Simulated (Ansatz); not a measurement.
Barrier CH3 (SMILES [CH3]) + H2 via CH5, on the benchmark's geometries as Psi4's copy gives them; open shells unrestricted, no zero-point energy, no spin–orbit coupling.
Transition structure (charge 0, multiplicity 2):
```xyz
6

C      0.0000     0.2648     0.0000
H      1.0534     0.5167     0.0000
H     -0.5266     0.5170     0.9123
H     -0.5266     0.5170    -0.9123
H     -0.0003    -1.1178     0.0000
H      0.0001    -2.0218     0.0000
```

Correlated levels freeze the cores.

The values were computed with Ansatz (Gaussian orbitals). Each number belongs to the level named beside it.

The barrier height is − E(CH3) − E(H2) + E(TS). Total energies (hartree):

```
level                        CH3          H2           TS
-------------------  -----------  ----------  -----------
HF/aug-cc-pVDZ       -39.5658043  -1.1287979  -40.6615418
CCSD(T)/aug-cc-pVDZ  -39.7242008  -1.1646367  -40.8711662
HF/aug-cc-pVTZ       -39.5780076  -1.1330169  -40.6759475
CCSD(T)/aug-cc-pVTZ  -39.7636519  -1.1726348  -40.9173171
```

Task: Work out the barrier height at the basis-set limit: extrapolate the CCSD(T) correlation part as X⁻³, take Hartree–Fock from the larger set.

Result: 
1. Differences (1 hartree = 627.509 kcal/mol): HF/aug-cc-pVDZ 20.746; CCSD(T)/aug-cc-pVDZ 11.089; HF/aug-cc-pVTZ 22.011; CCSD(T)/aug-cc-pVTZ 11.904.
2. Correlation parts, CCSD(T) less HF: -9.657 in aug-cc-pVDZ (X = 2), -10.108 in aug-cc-pVTZ (X = 3).
3. Limit (3³·(-10.108) − 2³·(-9.657))/(3³ − 2³) = -10.297; with HF/aug-cc-pVTZ it gives 11.714.
Result: 11.71 kcal/mol, against 11.09 at CCSD(T)/aug-cc-pVDZ. It is an estimate of this method's limit, not of the exact value.

Ansatz is an electronic-structure program.
